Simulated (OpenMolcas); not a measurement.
# A ladder of methods for AlH3 (SMILES [AlH3])

The species is AlH3 (4 atoms), meant as a singlet with charge 0. SMILES: `[AlH3]`. The shape is that of a PBE0-D4/def2-TZVP optimisation.

```tsv
atom	x (Å)	y (Å)	z (Å)
Al	0.0137	-0.0148	-0.0051
H	0.6332	0.6709	1.2836
H	-1.3408	-0.8320	0.1051
H	0.7494	0.1157	-1.4039
```

Quantity: the energy change with the Al1–H3 bond stretched from 1.586 to 3.171 Å, in eV. The values are calculated.

```
                       level                   kind     program  value (eV)  less FCI/pcseg-0  CPU time (all runs)
  B3LYP/pcseg-0 (restricted)          global hybrid  OpenMolcas        3.28             +0.65                6.7 s
    MP2/pcseg-0 (restricted)    perturbation theory  OpenMolcas        3.36             +0.73                2.9 s
         CASPT2(2,2)/pcseg-0         multireference  OpenMolcas        2.64             +0.01                  3 s
           MRCI(2,2)/pcseg-0         multireference  OpenMolcas        2.63              0.00                3.2 s
      SC-NEVPT2(2,2)/pcseg-0         multireference  OpenMolcas        2.62             -0.01                  3 s
CCSD(T)/pcseg-0 (restricted)  coupled cluster or CI  OpenMolcas        2.64             +0.01                3.9 s
   CISD/pcseg-0 (restricted)  coupled cluster or CI  OpenMolcas        2.85             +0.22                3.1 s
                   FCI/3-21G     exact in the basis  OpenMolcas        2.72             +0.09                7.6 s
                 FCI/pcseg-0     exact in the basis  OpenMolcas        2.63              0.00                6.4 s
```

FCI/pcseg-0 is exact within its basis and frozen core, so for wave-function methods in that basis the difference is their error; functionals converge differently with the basis, so for them it is only a difference. The first shape isn't each level's own minimum. The values span 2.62 to 3.36 eV. All rows use very small basis sets, so even the best lies far from the true value. CPU times are rough (shared hosts, several kinds of processor): they show what a rung costs within a factor of a few.
